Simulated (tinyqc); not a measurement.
Inside a calculation. Method: extended Hueckel theory, for SiH2-. The parameters take no account of the charge, which enters only through the electron count, and nothing here shows that the anion is bound. One step of it, computed by the program tinyqc.

Problem. Orbitals. Solve H C = S C e through S^(-1/2); fill by pairs from the bottom, a degenerate level sharing its electrons equally; each orbital has its largest coefficient positive (the first on a tie).

H (eV), lower triangle:
```
,1Si 3s,1Si 3px,1Si 3py,1Si 3pz,2H 1s,3H 1s
1Si 3s,-17.300000
1Si 3px,0.000000,-9.200000
1Si 3py,0.000000,0.000000,-9.200000
1Si 3pz,0.000000,0.000000,0.000000,-9.200000
2H 1s,-11.835490,0.000000,-8.856413,-6.151989,-13.600000
3H 1s,-11.835490,0.000000,8.856413,-6.151989,-1.416528,-13.600000
```

overlap S, lower triangle:
```
,1Si 3s,1Si 3px,1Si 3py,1Si 3pz,2H 1s,3H 1s
1Si 3s,1.000000
1Si 3px,0.000000,1.000000
1Si 3py,0.000000,0.000000,1.000000
1Si 3pz,0.000000,0.000000,0.000000,1.000000
2H 1s,0.437743,0.000000,0.443930,0.308370,1.000000
3H 1s,0.437743,0.000000,-0.443930,0.308370,0.059518,1.000000
```

valence electrons = 7

Give: orbital energies; occupations; coefficients; sum of one-electron energies.

Solution.

orbital energies (eV): -20.159  -14.866  -10.617  -9.200  5.514  14.389

occupations: 2.000  2.000  2.000  1.000  0.000  0.000

coefficients:
```
,MO1,MO2,MO3,MO4,MO5,MO6
1Si 3s,0.659,0.000,-0.435,0.000,0.000,1.080
1Si 3px,0.000,0.000,0.000,1.000,0.000,0.000
1Si 3py,0.000,0.402,0.000,0.000,1.249,0.000
1Si 3pz,-0.004,0.000,0.821,0.000,0.000,0.847
2H 1s,0.313,0.504,0.202,0.000,-0.813,-0.943
3H 1s,0.313,-0.504,0.202,0.000,0.813,-0.943
```

sum of one-electron energies = -100.484 eV
